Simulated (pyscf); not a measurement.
One four-centre exchange on the singlet surface with elements of a group swapped. ωB97M-D3(BJ)/def2-TZVP, kcal/mol, from the separated reactants. Optimised with ωB97X-D3(BJ)/def2-SVP in PySCF.

```
step                                                                     barrier  reaction energy  imaginary mode (i cm⁻¹)
-----------------------------------------------------------------------  -------  ---------------  -----------------------
`[OH][SiH]([OH])[OH]` + `[FH]` -> `[OH][Si]([OH])([OH])[F]` + `[H][H]`      23.8            -33.9                     1008
`[OH][SiH]([OH])[OH]` + `[ClH]` → `[OH][Si]([OH])([OH])[Cl]` + `[H][H]`      ___              ___                      815
```

Q: Fill in the missing entries.

A: 
- `[OH][SiH]([OH])[OH]` + `[ClH]` → `[OH][Si]([OH])([OH])[Cl]` + `[H][H]`, barrier: 29.9
- `[OH][SiH]([OH])[OH]` + `[ClH]` → `[OH][Si]([OH])([OH])[Cl]` + `[H][H]`, reaction energy: -21.3

Row 1: On the reactant side the descent ends in a complex, 4.4 kcal/mol under the separated species and 28.8 kcal/mol under the saddle at ωB97X-D3(BJ)/def2-TZVP. Row 2: On the reactant side the descent ends in a complex (not fully relaxed), 6.5 kcal/mol under the separated species and 35.4 kcal/mol under the saddle at ωB97X-D3(BJ)/def2-TZVP. Each row is the saddle that its search found.
